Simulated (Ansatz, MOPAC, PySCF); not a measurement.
Process, species as SMILES: CC[O][GeH3] [ethoxygermane] -> [CH2][O][GeH3] + [CH3] (CH3) (the C-C bond breaks)

Wanted: bond dissociation energy (enthalpy at 298 K), in kcal/mol. Conventions: no dispersion term unless named; non-relativistic; UHF or UKS for open shells; valence correlation only (noble-gas shells and the d and f shells of earlier blocks); no spin-orbit coupling; LANL2DZ with its own core potentials from Na on; 6-31G* and kin with 6d, 5d where marked. First-principles rows: single points at B3LYP-D3(BJ) geometries (Ansatz, a program for electronic structure), with unscaled harmonic terms from B3LYP/6-31G* (LANL2DZ past Ar) (Ansatz) at its own minima. Semi-empirical rows: MOPAC heats of formation at their own minima for 298 K.

```csv
level,program,bond dissociation energy (enthalpy at 298 K) (kcal/mol)
PM3,MOPAC,58.4
HF/STO-3G,Ansatz,79.9
PBE/LANL2DZ,Ansatz,83.9
PBE/6-31G*,Ansatz,88.3
PBE/6-31G* with LANL2DZ past Ar,Ansatz,88.3
B3LYP/6-31G,Ansatz,82.6
B3LYP/def2-SVP,Ansatz,82.6
B3LYP/6-31G* with LANL2DZ past Ar,Ansatz,84.0
PBE0/6-31G* with LANL2DZ past Ar,Ansatz,87.5
M06-2X/6-31G* with LANL2DZ past Ar (5d),PySCF,91.7
MP2/3-21G,Ansatz,82.6
MP2/LANL2DZ,Ansatz,77.1
MP2/6-31G*,Ansatz,90.0
B3LYP/def2-TZVPD,Ansatz,78.9
B2PLYP-D3(BJ)/def2-TZVPD,Ansatz + dftd3,83.4
```

No value to compare with is used here. The 13 habitual levels span 58.4 (PM3) to 91.7 kcal/mol (M06-2X/6-31G* with LANL2DZ past Ar (5d)); B3LYP/def2-TZVPD gives 78.9.

The levels are drawn from those run, B3LYP/6-31G* more often than the rest, none by its result; left out are runs that failed, that the program found above a lower state of the same kind, or whose <S^2> lies over 0.5 above the pure value.
